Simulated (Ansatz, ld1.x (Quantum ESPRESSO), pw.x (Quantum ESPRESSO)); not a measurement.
**Equation-of-state test of one PAW potential (phosphorus (P))**

```
Element                 : phosphorus (P)
Generator               : ld1.x (Quantum ESPRESSO) 7.5
Type                    : PAW
Functional              : PBEsol
Relativity              : scalar-relativistic
Frozen core             : [Ne]
Valence charge          : 5
Reference configuration : 3s2 3p2 (charge +1)
Partial waves           : 3s (bound): rcut 1.25, rcutus 1.50 bohr; 3s channel at -0.15 Ry: rcut 1.25, rcutus 1.50 bohr; 3p (bound): rcut 1.45, rcutus 1.60 bohr; 3p channel at 2.95 Ry: rcut 1.45, rcutus 1.60 bohr
Local potential         : all-electron potential smoothed inside 1.18 bohr (lloc = -1)
Core correction         : Bessel-smoothed model core, default radius (core density twice the valence density)
Augmentation charge     : PSQ, inside the norm-conserving radii
```

Crystal test: diamond P in pw.x 7.5, no spin, 9³ k-points, Fermi–Dirac smearing 0.01 Ry, cutoffs 40/320 Ry. The reference is all-electron LAPW (Ansatz 0.2.0) with the same functional, mesh and smearing; V0 and B0 come from Birch–Murnaghan fits to the pressures at five volumes. Errors are pseudo minus all-electron; Δ is the rms difference of the E(V) curves that follow from these fits, minima aligned, over ±6 % about the mean V0. Mesh and smearing are coarse, so the numbers serve the comparison and aren't converged zero-temperature values; the lattice is a test structure that the element need not adopt.

```
V (Å³/atom)  P all-electron (GPa)  P pseudo (GPa)
     18.573                  2.39            6.17
     19.061                  1.03            4.48
     19.550                 -0.20            2.94
     20.039                 -1.32            1.54
     20.527                 -2.35            0.26
```

All-electron: a0 = 5.380 Å (V0 = 19.47 Å³/atom), B0 = 47.6 GPa.

Pseudopotential: mean pressure error (GPa): +3.17. The pressure does not cross zero within the volumes sampled, so no fit is given. This is a poor potential for the solid.

At the middle volume, how do free energy and pressure move when the wave cutoff is lowered (ecutrho held at 320 Ry)?

```csv
cutoff (Ry),shift of F (meV/atom),shift of P (GPa)
18,+39.7,-0.39
24,+18.9,-0.05
32,+4.8,-0.15
```

Input at the middle volume:

```
&control
  calculation='scf', prefix='x', pseudo_dir='./', outdir='./tmp', tstress=.true., disk_io='low'
/
&system
  ibrav=0, nat=2, ntyp=1, ecutwfc=40, ecutrho=320, nbnd=12,
  occupations='smearing', smearing='fd', degauss=0.01
/
&electrons
  conv_thr=1e-09, mixing_beta=0.4, electron_maxstep=70
/
ATOMIC_SPECIES
P 1.0 P.UPF
CELL_PARAMETERS angstrom
  0.00000000 2.69390486 2.69390486
  2.69390486 0.00000000 2.69390486
  2.69390486 2.69390486 0.00000000
ATOMIC_POSITIONS crystal
P 0.0000 0.0000 0.0000
P 0.2500 0.2500 0.2500
K_POINTS automatic
9 9 9 0 0 0
```

```bash
pw.x < P.scf.in > P.scf.out
```

Lines of the output:

```
Message from routine setup:
     using ibrav=0 with symmetry is DISCOURAGED, use correct ibrav instead
     lattice parameter (alat)  =       7.1994  a.u.
     unit-cell volume          =     263.8599 (a.u.)^3
     number of electrons       =        10.00
     number of Kohn-Sham states=           12
     kinetic-energy cutoff     =      40.0000  Ry
     charge density cutoff     =     320.0000  Ry
     scf convergence threshold =      1.0E-09
     Exchange-correlation= SLA  PW   PSX  PSC
     number of k points=    35  Fermi-Dirac smearing, width (Ry)=  0.0100
     iteration #  1     ecut=    40.00 Ry     beta= 0.40
     total energy              =    -108.62843324 Ry
     estimated scf accuracy    <       0.13562598 Ry
     iteration #  2     ecut=    40.00 Ry     beta= 0.40
     total energy              =    -108.62133225 Ry
     estimated scf accuracy    <       0.02708942 Ry
     iteration #  3     ecut=    40.00 Ry     beta= 0.40
     total energy              =    -108.62452561 Ry
     estimated scf accuracy    <       0.00057901 Ry
     iteration #  4     ecut=    40.00 Ry     beta= 0.40
     c_bands:  1 eigenvalues not converged
     total energy              =    -108.62459030 Ry
     estimated scf accuracy    <       0.00005215 Ry
     iteration #  5     ecut=    40.00 Ry     beta= 0.40
     total energy              =    -108.62459520 Ry
     estimated scf accuracy    <       0.00000155 Ry
     iteration #  6     ecut=    40.00 Ry     beta= 0.40
     total energy              =    -108.62459543 Ry
     estimated scf accuracy    <          8.4E-09 Ry
     iteration #  7     ecut=    40.00 Ry     beta= 0.40
     the Fermi energy is     7.4236 ev
!    total energy              =    -108.62459544 Ry
     estimated scf accuracy    <          3.6E-10 Ry
     smearing contrib. (-TS)   =      -0.00625550 Ry
     The total energy is F=E-TS. E is the sum of the following terms:
     one-electron contribution =       5.80618060 Ry
     hartree contribution      =       2.36082968 Ry
     xc contribution           =     -24.72261473 Ry
     ewald contribution        =     -26.45389233 Ry
     one-center paw contrib.   =     -65.60884316 Ry
     convergence has been achieved in   7 iterations
          total   stress  (Ry/bohr**3)                   (kbar)     P=       29.42
```

The run at the middle volume (35 k-points, 7 iterations) took about 5.8 s on one core of a shared host (Neoverse-V1, 32 threads, 247 GiB, load 31).
